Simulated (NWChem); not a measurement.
Correlation energy of CHO (+1)

```xyz
3

C      0.0000     0.0000    -0.5219
O      0.0000     0.0000     0.5966
H      0.0000     0.0000    -1.6409
```
Charge +1, spin multiplicity 1.

All runs are NWChem calculations. The geometry was optimised at PBE/def2-SVP, a minimum by its harmonic frequencies.

Basis set: STO-3G. Each correlation energy counts from its own Hartree-Fock reference.

The correlated methods keep 2 core orbitals frozen. The structure started from a generated list of species. No row is a measurement; the coupled-cluster row has its own basis-set and correlation limits.

```json
[
 {"method": "SCS-MP2", "correlation energy (mHa)": "-152.7"},
 {"method": "CR-CCSD(T)", "correlation energy (mHa)": "___"},
 {"method": "MP2", "correlation energy (mHa)": "-154.4"},
 {"method": "CCSD", "correlation energy (mHa)": "-159.5"},
 {"method": "CCSD+T(CCSD)", "correlation energy (mHa)": "-166.6"},
 {"method": "CCSD(T)", "correlation energy (mHa)": "___"},
 {"method": "CCSDT", "correlation energy (mHa)": "-165.2"},
 {"method": "CR-CCSD[T]", "correlation energy (mHa)": "___"}
]
```

What belongs in the gaps?


- CR-CCSD(T), correlation energy (mHa): -163.3
- CCSD(T), correlation energy (mHa): -164.3
- CR-CCSD[T], correlation energy (mHa): -165.0
